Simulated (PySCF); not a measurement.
Part of a log for PPPP tetrahedron, P4: ground state, then the species with a core hole.

Computed, not measured: delta-SCF UKS SCAN, pcX-2 on the ionised atom, pcseg-1 elsewhere, spin-free X2C in PySCF. The program numbers atoms from 0. The cycles run on a coarse integration grid; for E(ground) and E(ion) the exchange–correlation energy is redone on a finer one, so they differ from the last cycle, and only they enter the binding energy.

Coordinates (Å, PBE0-D3(BJ)/def2-SVP):
```
P      1.243703     0.517457     0.034755
P     -0.584624     0.154539     1.204242
P      0.067643    -1.311736    -0.300829
P     -0.726731     0.639739    -0.938167
```

```
ground state, core basis on atom 0 (P), 114 functions
  cycle   1  E = -1368.54284723  |g| = 1.74e-01
  cycle   2  E = -1368.53432013  |g| = 2.21e-01
  cycle   3  E = -1368.54913444  |g| = 6.41e-02
  cycle   4  E = -1368.54964765  |g| = 5.44e-02
  cycle   5  E = -1368.55067586  |g| = 2.44e-03
  cycle   6  E = -1368.55067440  |g| = 3.11e-04
  E(ground) = -1368.60634276 Eh
hole in P 1s of atom 0
  cycle   1  E = -1288.35904937  |g| = 4.72e+00
  cycle   2  E = -1287.53546868  |g| = 2.55e+00
  cycle   3  E = -1286.48214446  |g| = 1.78e+00
  cycle   4  E = -1289.16976872  |g| = 7.05e-01
  ...
  cycle   9  E = -1289.53148676  |g| = 3.58e-03
  cycle  10  E = -1289.53149825  |g| = 1.55e-03
  cycle  11  E = -1289.53149650  |g| = 3.49e-04
  E(ion) = -1289.58796764 Eh   <S^2> = 0.7532   hole on atom = 1.000
```

Problem. What is the P 1s binding energy of atom 0?

Solution. (-1289.587968 − (-1368.606343)) Eh × 27.2114 eV/Eh = 2150.20 eV, for the phosphorus bonded to 3 P.

Isolated species at its PBE0-D3(BJ)/def2-SVP geometry, gas phase.

Hardware: an Arm Neoverse V2 with one thread, no GPU, on a shared host. Cost: 2.8 s wall.
Labels such as C1 count atoms from 1, the log's own numbers from 0.
